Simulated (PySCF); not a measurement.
# One shape, several levels: C3H5Cl (allyl chloride)

Wanted: a comparison of 5 runs (HF/3-21G, TPSS/STO-3G, B2PLYP/cc-pVDZ, PBE0/def2-SVP, MP2/6-31G**) of C3H5Cl (allyl chloride). The job is set up through a Python script.

The results are computed with PySCF 2.14.0.

## 1. The structure to begin with

C3H5Cl has 9 atoms, charge 0, and is taken as a singlet. SMILES: `C=CCCl`. Geometry: relaxed at PBE0-D4/def2-TZVP. This is one conformer, not always the lowest.

Bond lengths: C1–C2 1.325 Å, C2–C3 1.483 Å, C3–Cl4 1.795 Å, C1–H5 1.083 Å, C1–H6 1.085 Å, C2–H7 1.087 Å, C3–H8 1.089 Å, C3–H9 1.090 Å. Some angles: C1–C2–C3 123.4°, C2–C3–Cl4 111.0°, C1–C2–H7 120.5°, C3–C2–H7 116.1°, C2–C1–H5 121.5°, C2–C1–H6 121.4°, C2–C3–H8 111.7°, C2–C3–H9 111.8°, Cl4–C3–H8 107.1°, Cl4–C3–H9 105.6°.

## 2. Energy and forces at HF/3-21G (run 1)

Input file geometry.xyz:

```xyz
9
C3H5Cl
C     -0.295350     1.315190    -0.447700
C      0.370210     0.171280    -0.388240
C      0.080190    -0.891510     0.604460
Cl    -0.392790    -2.419870    -0.209260
H     -0.044240     2.079040    -1.173800
H     -1.115830     1.528620     0.230150
H      1.180420    -0.031190    -1.083310
H     -0.740340    -0.613990     1.264520
H      0.957740    -1.137570     1.203200
```

Input file job.py:

```python
# C=CCCl
import pyscf.grad
from pyscf import gto, scf

mol = gto.M(
    atom='geometry.xyz',
    charge=0,
    basis='3-21g',
    verbose=3,
    max_memory=1860,
    spin=0,
)

mf = scf.RHF(mol)
mf.conv_tol = 1e-10
mf.kernel()
if not mf.converged:
    mf = mf.newton().run(mf.mo_coeff, mf.mo_occ)

e_tot = mf.e_tot
print('E(%s) = %.9f' % ('HF', e_tot))
grad = mf.Gradients().kernel()
mf.analyze()
```

Launch:

```sh
OMP_NUM_THREADS=1 python job.py
```

Log:

```text
converged SCF energy = -573.137125724211
E(HF) = -573.137125724
--------------- RHF gradients ---------------
         x                y                z
0 C    -0.0026336155     0.0047996132    -0.0008372995
1 C    -0.0015601028    -0.0151765187     0.0115835197
2 C    -0.0102005626    -0.0296890441    -0.0336329660
3 Cl     0.0107632651     0.0346043430     0.0183108587
4 H     0.0024433560     0.0056690377    -0.0057415550
5 H    -0.0061166464     0.0004841962     0.0057723394
6 H     0.0066431805    -0.0012874423    -0.0061513451
7 H    -0.0066044701     0.0027210449     0.0053930258
8 H     0.0072655957    -0.0021252299     0.0053034220
----------------------------------------------
**** MO energy ****
MO #1   energy= -104.086264087265  occ= 2
MO #2   energy= -11.2481920438787  occ= 2
MO #3   energy= -11.1985211370445  occ= 2
MO #4   energy= -11.1884455539754  occ= 2
MO #5   energy= -10.4821721834954  occ= 2
MO #6   energy= -7.94605328030657  occ= 2
MO #7   energy= -7.94165570375766  occ= 2
MO #8   energy= -7.94154114600439  occ= 2
MO #9   energy= -1.15671182259049  occ= 2
MO #10  energy= -1.06069037044713  occ= 2
MO #11  energy= -0.918208389132698 occ= 2
MO #12  energy= -0.782912094221075 occ= 2
MO #13  energy= -0.677566441450009 occ= 2
MO #14  energy= -0.630991867444554 occ= 2
MO #15  energy= -0.597628561083007 occ= 2
MO #16  energy= -0.539832740032324 occ= 2
MO #17  energy= -0.523190737282655 occ= 2
MO #18  energy= -0.438241542995132 occ= 2
MO #19  energy= -0.432519697497564 occ= 2
MO #20  energy= -0.383300224388524 occ= 2
MO #21  energy= 0.146490840349627  occ= 0
MO #22  energy= 0.228039202518911  occ= 0
MO #23  energy= 0.274720259302894  occ= 0
MO #24  energy= 0.290542863046295  occ= 0
MO #25  energy= 0.313587835820652  occ= 0
MO #26  energy= 0.332342346341803  occ= 0
MO #27  energy= 0.361653593566726  occ= 0
MO #28  energy= 0.477005670348948  occ= 0
MO #29  energy= 0.569699419693491  occ= 0
MO #30  energy= 0.735808211723288  occ= 0
MO #31  energy= 0.805676164342699  occ= 0
MO #32  energy= 0.816827080992807  occ= 0
MO #33  energy= 0.842449514821159  occ= 0
MO #34  energy= 0.894230490647131  occ= 0
MO #35  energy= 0.918097756308596  occ= 0
MO #36  energy= 0.965834228707243  occ= 0
MO #37  energy= 1.00424523182722   occ= 0
MO #38  energy= 1.07162839664849   occ= 0
MO #39  energy= 1.09652396066592   occ= 0
MO #40  energy= 1.12386974450089   occ= 0
MO #41  energy= 1.22464640972972   occ= 0
MO #42  energy= 1.2886041791429    occ= 0
MO #43  energy= 1.31083309646033   occ= 0
MO #44  energy= 1.35637849501386   occ= 0
MO #45  energy= 1.37077069616572   occ= 0
MO #46  energy= 1.38593140452789   occ= 0
MO #47  energy= 1.60555743804763   occ= 0
MO #48  energy= 1.71425092900786   occ= 0
MO #49  energy= 2.01038538734619   occ= 0
MO #50  energy= 2.16971975855768   occ= 0
 ** Mulliken atomic charges  **
charge of    0C =     -0.19300
charge of    1C =     -0.09126
charge of    2C =     -0.12763
charge of    3Cl =     -0.15224
charge of    4H =      0.10815
charge of    5H =      0.09997
charge of    6H =      0.10773
charge of    7H =      0.12159
charge of    8H =      0.12669
Dipole moment(X, Y, Z, Debye):  0.66180,  2.39144,  0.99243
```

Run time: 2.4 s. Hardware: 1 thread of Arm Neoverse N1, shared host; peak memory 0.12 GiB.

## 3. Energy and gradient at TPSS/STO-3G (run 2)

Input file input.py:

```python
from pyscf import gto, dft

system = gto.M(
    atom='''
C       -0.295350       1.315190      -0.447700
C        0.370210       0.171280      -0.388240
C        0.080190      -0.891510       0.604460
Cl      -0.392790      -2.419870      -0.209260
H       -0.044240       2.079040      -1.173800
H       -1.115830       1.528620       0.230150
H        1.180420      -0.031190      -1.083310
H       -0.740340      -0.613990       1.264520
H        0.957740      -1.137570       1.203200
''',
    charge=0,
    max_memory=1860,
    basis='sto-3g',
    verbose=4,
)

mf = dft.RKS(system)
mf.xc = 'tpss'
mf.grids.level = 5
mf.conv_tol = 1e-10
mf.kernel()
if not mf.converged:
    mf = mf.newton().run(mf.mo_coeff, mf.mo_occ)

e_final = mf.e_tot
print('E(%s) = %.9f' % ('TPSS', e_final))
grad = mf.nuc_grad_method().kernel()
dip = mf.dip_moment()
pop, q = mf.mulliken_pop()
```

Launch:

```sh
OMP_NUM_THREADS=1 python input.py
```

Log:

```text
PySCF version 2.14.0

[... 76 lines left out ...]
converged SCF energy = -571.124760723077
[... 13 lines left out ...]
Dipole moment(X, Y, Z, Debye):  0.55569,  1.92671,  0.84424
 ** Mulliken pop  **
pop of  0 C 1s            1.99141
pop of  0 C 2s            1.17700
pop of  0 C 2px           0.98856
pop of  0 C 2py           0.98469
pop of  0 C 2pz           0.99933
pop of  1 C 1s            1.99125
pop of  1 C 2s            1.15123
pop of  1 C 2px           0.99853
pop of  1 C 2py           0.94729
pop of  1 C 2pz           0.97617
pop of  2 C 1s            1.99066
pop of  2 C 2s            1.22843
pop of  2 C 2px           1.04671
pop of  2 C 2py           0.86356
pop of  2 C 2pz           0.98099
pop of  3 Cl 1s           1.99997
pop of  3 Cl 2s           1.99886
pop of  3 Cl 3s           1.96921
pop of  3 Cl 2px          1.99886
pop of  3 Cl 2py          1.98982
pop of  3 Cl 2pz          1.99702
pop of  3 Cl 3px          1.93659
pop of  3 Cl 3py          1.42352
pop of  3 Cl 3pz          1.83400
pop of  4 H 1s            0.91627
pop of  5 H 1s            0.92157
pop of  6 H 1s            0.91426
pop of  7 H 1s            0.89351
pop of  8 H 1s            0.89073
 ** Mulliken atomic charges  **
charge of    0C =     -0.14099
charge of    1C =     -0.06446
charge of    2C =     -0.11035
charge of    3Cl =     -0.14786
charge of    4H =      0.08373
charge of    5H =      0.07843
charge of    6H =      0.08574
charge of    7H =      0.10649
charge of    8H =      0.10927
```

Run time: 21 s. Hardware: 1 thread of Arm Neoverse N1, shared host; peak memory 0.36 GiB.

Runs 3 to 4 aren't shown in full; the table further down has their settings and results.

## 4. Energy and forces at MP2/6-31G(d,p) (spherical functions) (run 5)

Input file input.py:

```python
from pyscf import gto, scf, mp

mol = gto.Mole()
mol.atom = [
    ('C', (-0.295350, 1.315190, -0.447700)),
    ('C', (0.370210, 0.171280, -0.388240)),
    ('C', (0.080190, -0.891510, 0.604460)),
    ('Cl', (-0.392790, -2.419870, -0.209260)),
    ('H', (-0.044240, 2.079040, -1.173800)),
    ('H', (-1.115830, 1.528620, 0.230150)),
    ('H', (1.180420, -0.031190, -1.083310)),
    ('H', (-0.740340, -0.613990, 1.264520)),
    ('H', (0.957740, -1.137570, 1.203200)),
]
mol.charge = 0
mol.basis = '6-31g**'
mol.max_memory = 1860
mol.verbose = 3
mol.build()

calc0 = scf.RHF(mol)
calc0.conv_tol = 1e-10
calc0.kernel()
if not calc0.converged:
    calc0 = calc0.newton().run(calc0.mo_coeff, calc0.mo_occ)

pt = mp.MP2(calc0, frozen=8).run()
e_final = pt.e_tot
print('E = %.10f Eh' % e_final)
grad = pt.nuc_grad_method().kernel()
calc0.analyze()
```

Launch:

```sh
OMP_NUM_THREADS=1 python input.py
```

Log:

```text
converged SCF energy = -575.977862091346
[... 16 lines left out ...]
MO #5   energy= -10.5408556332537  occ= 2
[... 7 lines left out ...]
MO #13  energy= -0.667518569995134 occ= 2
[... 7 lines left out ...]
MO #21  energy= 0.150065416001418  occ= 0
[... 7 lines left out ...]
MO #29  energy= 0.518121156702859  occ= 0
[... 7 lines left out ...]
MO #37  energy= 0.822554390986907  occ= 0
[... 7 lines left out ...]
MO #45  energy= 1.10875769183653   occ= 0
[... 7 lines left out ...]
MO #53  energy= 1.40724113361439   occ= 0
[... 7 lines left out ...]
MO #61  energy= 2.15120753192702   occ= 0
[... 7 lines left out ...]
MO #69  energy= 2.56630512471922   occ= 0
[... 7 lines left out ...]
MO #77  energy= 3.07487905320931   occ= 0
[... 7 lines left out ...]
MO #85  energy= 4.05880017142253   occ= 0
[... 10 lines left out ...]
Dipole moment(X, Y, Z, Debye):  0.60874,  2.10292,  0.88948
```

Wall time 19 s (1 thread of Arm Neoverse N1, shared host); peak memory 0.51 GiB.

## 5. Overview of the runs

```
run                              level  integration grid      task  energy (Eh)  dipole moment (D) of the reference  HOMO energy (eV)  LUMO energy (eV)  wall time
  1                           HF/3-21G                 –  gradient  -573.137126                                2.67            -10.43              3.99      2.4 s
  2                        TPSS/STO-3G                 5  gradient  -571.124761                                2.18             -5.05              1.27       21 s
  3                     B2PLYP/cc-pVDZ                 5    energy  -577.224826                                2.06             -8.72              1.39       32 s
  4                      PBE0/def2-SVP                 5  gradient  -576.972196                                1.88             -7.82             -0.17       42 s
  5  MP2/6-31G** (spherical functions)                 –  gradient  -576.514961                                2.36            -10.28              4.08       19 s
```

## 6. Results

| quantity | value |
| --- | --- |
| run 5: total energy | -576.51496 Eh |
| run 5: dipole moment (Hartree–Fock density) | 2.36 D |
| run 5: HOMO energy (Hartree–Fock orbitals) | -10.28 eV |
| run 5: LUMO energy (Hartree–Fock orbitals) | 4.08 eV |
| run 5: HOMO–LUMO gap (Hartree–Fock orbitals) | 14.37 eV |
| run 5: correlation energy (8 core orbitals frozen) | -537.1 mEh |
| run 5: largest force on an atom | 0.936 eV/Å |

In words: Over runs 1, 2, 3, 4 the dipole moment (its size) runs from 1.88 D (PBE0/def2-SVP) to 2.67 D (HF/3-21G). The two ends differ in method and basis. Over runs 1, 2, 3, 4 the HOMO–LUMO gap runs from 6.32 eV (TPSS/STO-3G) to 14.42 eV (HF/3-21G). Totals of different functionals can't be ranked against each other. In run 2 the basis is minimal, so the values are rough. All runs together took 2 min, the longest 42 s.
